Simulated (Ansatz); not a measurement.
Steps of a relaxation of C3H7NOS, SMILES `NC(S)CC=O` with RKS PBE0-D4/def2-TZVP.

```sh
$ ansatz run in.yaml --threads 2 --pin off --events-out ev --progress --plain --max-ram 22528MiB --backend cuda --devices 0, --max-vram 18GiB
```

```yaml
crystal:
  periodic: [false, false, false]
  atoms:
    - {symbol: N, position_ang: [0.333637, -1.589136, -0.981767]}
    - {symbol: C, position_ang: [0.412354, -0.484680, -0.056438]}
    - {symbol: S, position_ang: [1.796053, 0.642139, -0.539425]}
    - {symbol: C, position_ang: [-0.864618, 0.396693, 0.078222]}
    - {symbol: C, position_ang: [-0.699017, 1.457644, 1.149568]}
    - {symbol: O, position_ang: [-0.964366, 1.269786, 2.321103]}
    - {symbol: H, position_ang: [-0.377264, -2.267122, -0.675166]}
    - {symbol: H, position_ang: [0.069670, -1.256492, -1.918751]}
    - {symbol: H, position_ang: [0.634951, -0.891692, 0.953135]}
    - {symbol: H, position_ang: [2.732387, -0.347081, -0.579913]}
    - {symbol: H, position_ang: [-1.701332, -0.269430, 0.373111]}
    - {symbol: H, position_ang: [-1.088287, 0.862854, -0.905382]}
    - {symbol: H, position_ang: [-0.263868, 2.441818, 0.796603]}
basis:
  gaussian: {orbitals: def2-TZVP}
hamiltonian: {xc: pbe0, dispersion: d4}
relax: {f_tol: 0.005, max_steps: 150}
```

Positions (Å) and forces (eV/Å) along the path, 10 of 12 steps:

```xyz
13
step=1 energy=-17588.6765 eV
N     0.334   -1.589   -0.982   -0.604    0.063   -0.237
C     0.412   -0.485   -0.056    0.108    0.198    0.429
S     1.796    0.642   -0.539   -0.047   -0.746    0.097
C    -0.865    0.397    0.078   -0.167   -0.181   -0.111
C    -0.699    1.458    1.150    0.051    0.054    0.693
O    -0.964    1.270    2.321    0.273    0.225   -1.361
H    -0.377   -2.267   -0.675    0.414    0.409   -0.164
H     0.070   -1.256   -1.919    0.182   -0.201    0.556
H     0.635   -0.892    0.953   -0.063    0.213   -0.554
H     2.732   -0.347   -0.580   -0.338    0.394    0.012
H    -1.701   -0.269    0.373    0.387    0.326   -0.155
H    -1.088    0.863   -0.905    0.095   -0.195    0.491
H    -0.264    2.442    0.797   -0.289   -0.559    0.303
13
step=2 energy=-17588.7335 eV
N     0.325   -1.581   -0.972   -0.224   -0.048   -0.077
C     0.413   -0.482   -0.048    0.079    0.173    0.024
S     1.785    0.630   -0.546   -0.059   -0.292    0.059
C    -0.857    0.391    0.077    0.134   -0.085    0.016
C    -0.681    1.443    1.144   -0.313    0.174   -0.022
O    -0.975    1.262    2.296    0.150    0.006   -0.170
H    -0.385   -2.245   -0.670    0.131    0.098   -0.045
H     0.072   -1.251   -1.901    0.080   -0.054    0.158
H     0.645   -0.883    0.947   -0.038    0.060   -0.167
H     2.720   -0.343   -0.585   -0.139    0.145    0.011
H    -1.691   -0.262    0.364    0.130    0.107   -0.030
H    -1.074    0.860   -0.893    0.041   -0.066    0.139
H    -0.277    2.426    0.803    0.028   -0.218    0.104
13
step=3 energy=-17588.7250 eV rejected
N     0.321   -1.575   -0.961    0.029   -0.025    0.059
C     0.406   -0.471   -0.047    0.113    0.149   -0.100
S     1.765    0.634   -0.551   -0.051    0.056   -0.008
C    -0.863    0.388    0.071   -0.153    0.126   -0.007
C    -0.713    1.445    1.129    0.781   -0.148   -0.152
O    -0.962    1.248    2.282   -0.339    0.004    0.382
H    -0.387   -2.232   -0.661   -0.081   -0.113    0.044
H     0.084   -1.256   -1.890    0.005    0.047   -0.135
H     0.643   -0.862    0.941    0.002   -0.056    0.129
H     2.702   -0.323   -0.575    0.042   -0.049    0.002
H    -1.687   -0.266    0.354   -0.097   -0.084    0.021
H    -1.079    0.849   -0.894   -0.023    0.014   -0.146
H    -0.210    2.385    0.819   -0.229    0.080   -0.089
13
step=6 energy=-17588.7443 eV
N     0.317   -1.583   -0.964   -0.021    0.011    0.010
C     0.414   -0.472   -0.054    0.003   -0.027   -0.019
S     1.772    0.626   -0.565    0.001   -0.006    0.000
C    -0.852    0.394    0.073    0.008    0.015    0.018
C    -0.692    1.441    1.142    0.000    0.008   -0.012
O    -0.977    1.248    2.292   -0.005   -0.004    0.011
H    -0.395   -2.238   -0.658    0.004    0.000   -0.004
H     0.085   -1.266   -1.898    0.013   -0.002    0.002
H     0.648   -0.868    0.938    0.005    0.015    0.000
H     2.712   -0.332   -0.575   -0.005    0.005    0.001
H    -1.682   -0.259    0.355    0.001   -0.001   -0.007
H    -1.067    0.862   -0.893   -0.005   -0.002    0.001
H    -0.261    2.412    0.821    0.001   -0.011   -0.001
13
step=7 energy=-17588.7445 eV
N     0.316   -1.584   -0.962   -0.011   -0.007    0.004
C     0.413   -0.472   -0.054    0.007    0.010   -0.005
S     1.770    0.625   -0.569   -0.005    0.004   -0.005
C    -0.852    0.395    0.073   -0.002    0.006    0.005
C    -0.692    1.440    1.143    0.006   -0.005   -0.003
O    -0.979    1.247    2.293   -0.007   -0.001    0.007
H    -0.398   -2.237   -0.658   -0.001   -0.004   -0.002
H     0.089   -1.269   -1.898    0.007    0.001   -0.003
H     0.650   -0.863    0.938    0.003   -0.004    0.005
H     2.712   -0.331   -0.575    0.004   -0.004    0.001
H    -1.682   -0.259    0.353   -0.004   -0.004    0.002
H    -1.068    0.863   -0.893    0.000    0.003   -0.004
H    -0.258    2.410    0.824    0.001    0.003   -0.002
13
step=8 energy=-17588.7445 eV
N     0.315   -1.585   -0.960   -0.002   -0.009    0.001
C     0.413   -0.472   -0.055    0.004    0.017    0.001
S     1.769    0.625   -0.573   -0.005    0.005   -0.004
C    -0.852    0.396    0.073   -0.006   -0.001   -0.002
C    -0.693    1.440    1.144    0.006   -0.009    0.004
O    -0.982    1.246    2.293   -0.005    0.002    0.000
H    -0.401   -2.236   -0.657   -0.003   -0.002   -0.001
H     0.093   -1.272   -1.898    0.003    0.002   -0.002
H     0.651   -0.861    0.938    0.002   -0.007    0.004
H     2.712   -0.330   -0.575    0.006   -0.005    0.000
H    -1.682   -0.258    0.352   -0.003   -0.003    0.004
H    -1.068    0.865   -0.892    0.001    0.004   -0.003
H    -0.255    2.408    0.826    0.001    0.007   -0.001
13
step=9 energy=-17588.7446 eV
N     0.314   -1.586   -0.959    0.006   -0.007   -0.002
C     0.414   -0.472   -0.056   -0.001    0.009    0.001
S     1.768    0.625   -0.578   -0.002    0.004   -0.002
C    -0.852    0.396    0.073    0.002   -0.004   -0.002
C    -0.693    1.439    1.145   -0.013    0.000    0.003
O    -0.987    1.245    2.293    0.003    0.001   -0.001
H    -0.405   -2.235   -0.657   -0.004    0.000    0.000
H     0.097   -1.275   -1.898   -0.002    0.001   -0.001
H     0.653   -0.859    0.938    0.001   -0.004    0.003
H     2.713   -0.329   -0.575    0.004   -0.003    0.000
H    -1.682   -0.258    0.351   -0.001   -0.001    0.003
H    -1.067    0.867   -0.892    0.001    0.003   -0.002
H    -0.254    2.407    0.829    0.006    0.004    0.000
13
step=10 energy=-17588.7446 eV
N     0.314   -1.586   -0.959    0.004   -0.007   -0.004
C     0.414   -0.472   -0.055    0.001    0.007    0.002
S     1.768    0.625   -0.578   -0.002    0.005   -0.002
C    -0.852    0.396    0.073    0.000   -0.002   -0.002
C    -0.693    1.439    1.145   -0.010    0.000   -0.009
O    -0.988    1.246    2.293   -0.001   -0.002    0.013
H    -0.405   -2.235   -0.657   -0.003    0.000    0.000
H     0.097   -1.274   -1.898   -0.001    0.001   -0.001
H     0.653   -0.859    0.938    0.001   -0.004    0.002
H     2.712   -0.329   -0.576    0.004   -0.004    0.000
H    -1.682   -0.258    0.352   -0.001   -0.002    0.002
H    -1.068    0.866   -0.892    0.001    0.002   -0.001
H    -0.252    2.406    0.829    0.007    0.006   -0.001
13
step=11 energy=-17588.7445 eV rejected
N     0.314   -1.588   -0.957    0.008    0.016   -0.002
C     0.414   -0.470   -0.056   -0.004   -0.025    0.004
S     1.766    0.625   -0.584    0.006   -0.003    0.003
C    -0.853    0.396    0.074   -0.019    0.009   -0.004
C    -0.696    1.439    1.146    0.057   -0.020    0.000
O    -0.996    1.248    2.293   -0.021    0.005    0.007
H    -0.409   -2.233   -0.657   -0.001    0.005    0.001
H     0.103   -1.277   -1.898   -0.005   -0.002    0.005
H     0.656   -0.857    0.938    0.000    0.010   -0.005
H     2.713   -0.327   -0.578   -0.005    0.004   -0.001
H    -1.682   -0.259    0.353    0.004    0.001   -0.007
H    -1.068    0.867   -0.891   -0.003   -0.006    0.003
H    -0.242    2.402    0.833   -0.018    0.006   -0.005
13
step=12 energy=-17588.7446 eV
N     0.315   -1.586   -0.959    0.002   -0.002    0.000
C     0.414   -0.471   -0.055   -0.003    0.000   -0.003
S     1.769    0.625   -0.578   -0.003    0.004   -0.001
C    -0.853    0.395    0.074    0.004    0.002    0.003
C    -0.694    1.439    1.145   -0.002    0.003   -0.005
O    -0.993    1.250    2.293   -0.002   -0.003    0.001
H    -0.406   -2.233   -0.659    0.000    0.001    0.001
H     0.099   -1.273   -1.898    0.000    0.000    0.001
H     0.654   -0.859    0.938   -0.001   -0.003    0.000
H     2.712   -0.330   -0.580    0.000   -0.002    0.001
H    -1.682   -0.260    0.353    0.002   -0.001    0.001
H    -1.068    0.865   -0.891    0.001    0.000    0.001
H    -0.248    2.405    0.829    0.002    0.000    0.000
```

It took 16 s on 2 threads of an AMD EPYC 7R13 on a shared host and a share of an NVIDIA H100 80 GB, with 0.91 GiB of host memory at the peak.
